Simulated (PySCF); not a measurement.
# C5H5F: the cost of one run

Computed with PySCF 2.14.0, with density-fitted response routines of our own, on a single molecule in the gas phase. Atoms are numbered from 0 throughout.

### 1 Starting geometry

11 atoms, charge 0, multiplicity 1; geometry from: PBE0-D3(BJ)/def2-SVP.

Bonds of the start (Å): C0–C1 1.34, C1–C2 1.42, C2–C3 1.22, C3–C4 1.46, C4–F5 1.37, C0–H6 1.09, C0–H7 1.09, C1–H8 1.10, C4–H9 1.10, C4–H10 1.10.

### 2 NMR shieldings: HF/pcSseg-2

The job: settings as JSON, then the geometry in Å.

```
{"job": {"kind": "nmr", "xc": "HF", "basis": "pcSseg-2", "pop": false}, "charge": 0, "multiplicity": 1}
C      2.521092     0.452604     0.165559
C      1.613100    -0.327044    -0.439301
C      0.205376    -0.212914    -0.278208
C     -1.001693    -0.141685    -0.155865
C     -2.445388    -0.039013    -0.002139
F     -3.108743    -1.033603    -0.672053
H      2.223595     1.253939     0.846827
H      3.588423     0.303238    -0.009551
H      1.949237    -1.121738    -1.116006
H     -2.713341    -0.097257     1.067826
H     -2.793827     0.937710    -0.382734
```

Level: GIAO HF/pcSseg-2 NMR shielding, non-relativistic, gas phase.

Launch:

```bash
> OMP_NUM_THREADS=1 python probes_run.py task.json out
```

One launch serves the whole session: the jobs run in the order shown.

**Question.** How long does this first job take on 1 thread of Arm Neoverse V1, shared host, and how much memory does it need?

About 20 s, with a peak of 1.1 GiB.
